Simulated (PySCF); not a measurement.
Structure with atom numbers: `[CH3:1][CH2:2][NH:3][CH:4]=[O:5]` (H(Xn): hydrogen on atom n).

Geometry: GFN2-xTB; GIAO shifts from PySCF 2.14.0 with density-fitted response routines, gas phase, non-relativistic, averaged over equivalent atoms.

At PBE/cc-pVDZ (105 basis functions, 11 s wall time on 1 thread of an Intel Xeon Platinum 8488C, shared host):
```tsv
atoms	δ (ppm)
C4	144.1
C2	34.0
C1	19.0
N3	140.5
O5	380.0
H(C4)	8.13
H(N3)	4.04
H(C2)	3.65
H(C1)	0.97
```

Chemical shifts δ = σref − σ; ¹³C (σref 195.35), ¹H (σref 31.64) vs TMS; NH3 for ¹⁵N (σref 273.75); H2O for ¹⁷O (σref 343.46), all at this level.

Predict the values at BP86/6-31++G** on the same geometry.

## Answers


```tsv
atoms	δ at BP86/6-31++G**	change
C4	143.4	-0.7
C2	34.0	+0.0
C1	18.2	-0.8
N3	137.0	-3.5
O5	347.1	-32.9
H(C4)	8.53	+0.40
H(N3)	4.67	+0.63
H(C2)	3.84	+0.19
H(C1)	1.08	+0.11
```

References, each an isolated molecule treated in the same way: ¹³C (194.56 ppm) and ¹H (31.82 ppm) against TMS; ¹⁵N (271.20 ppm) against NH3; ¹⁷O (336.50 ppm) against H2O.

The largest change is at O5 (amide-type carbonyl oxygen). Cost: 132 basis functions, 16 s wall time on 1 thread of an Intel Xeon Platinum 8488C, shared host. The order of the carbon signals is the same at both levels.

Hydrogen bonding in solution deshields acid and N–H amide carbonyl carbons by as much as 10 ppm beyond these values. Unscaled 17O shifts of doubly bonded oxygen tend to come out too high, by tens of ppm or more. Experimental scales use liquid or dissolved standards, which lie at an offset from isolated NH3 (liquid NH3: subtract about 20 ppm) and H2O (liquid H2O: subtract about 36 ppm).
